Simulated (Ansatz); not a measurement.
Bulk modulus (GPa) along a series of related solids, from RPBE (Ansatz, a quantum-chemistry and plane-wave program, PAW).

```tsv
solid	RPBE	measured
zinc-blende BAs	125	142‡
zinc-blende AlAs	63.4	75
zinc-blende GaAs	54.8	76.7
zinc-blende InAs	43.6	58.6
```

RPBE less measured, from the printed values: zinc-blende BAs‡ -12.0 %, zinc-blende AlAs -15.5 %, zinc-blende GaAs -29 %, zinc-blende InAs -26 %.

A member of the series is missing where a level wasn't run or failed, where a doubt is noted on the run or the magnetic state, for phases of high temperature or layered ones, and where values are held back for tests.

Spin–orbit coupling is left out, also for the solids with elements from indium on (zinc-blende InAs); its size isn't shown.

Each level is taken at its own relaxed cell. Caveats: the cell is over a tenth larger than the published one: the level's own overestimate first of all, though another phase or state, or a fault of the published cell, is possible (zinc-blende InAs); the gap of the solid is closed in this run (zinc-blende InAs). Ansatz's density-functional and Hartree–Fock values are scalar-relativistic unless marked +SOC, with PAW data made under PBE.

Measured values are for low temperature or corrected to a static lattice; ‡ marks uncorrected values at room or unstated temperature. References as tabulated in Mejia-Rodriguez and Trickey (2018), arXiv:1807.09216; PMC11618452 (zinc blende boron arsenide), quoting Tian et al..
